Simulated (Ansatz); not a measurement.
A made-up structure of C2H2Li, doublet:

```
5
angstrom
Li -2.6728 0.5953 -0.6833
C -0.6922 0.1539 -0.1769
C 0.7011 -0.1562 0.1792
H 1.1248 -1.3046 0.2731
H 1.5390 0.7116 0.4079
```

It is relaxed with PBE-D4/def2-SVP and then PBE0-D4/def2-TZVP (Ansatz 0.2.0). Atoms count as bonded within 1.22 times the sum of their covalent radii (H–H: 0.88 Å). The end point is not checked to be a true minimum.

Problem. Does its bonding change? (A judgement: the text doesn't fix the answer.)

Solution. Computed: No: no bond forms or breaks.

Where it ends: The first stage lowers the energy by 0.98 eV in 5 steps. It ends as C₂H₂Li ([Li][C][CH2]):
```
5
angstrom
Li -2.3860 0.5314 -0.6118
C -0.6178 0.1376 -0.1585
C 0.6259 -0.1394 0.1605
H 1.0039 -1.1649 0.2447
H 1.3740 0.6353 0.3651
```

Labels in which every atom is bracketed show which atoms are joined, not bond orders.

For scale, one of the runs: PBE0-D4/def2-TZVP relaxation, 88 basis functions, launched by `ansatz run in.yaml --threads 2 --pin off --events-out ev --progress --plain --max-ram 4352MiB`. Hardware: 2 CPU threads of an AMD EPYC 9R45, shared host. Wall time about 3.5 s.
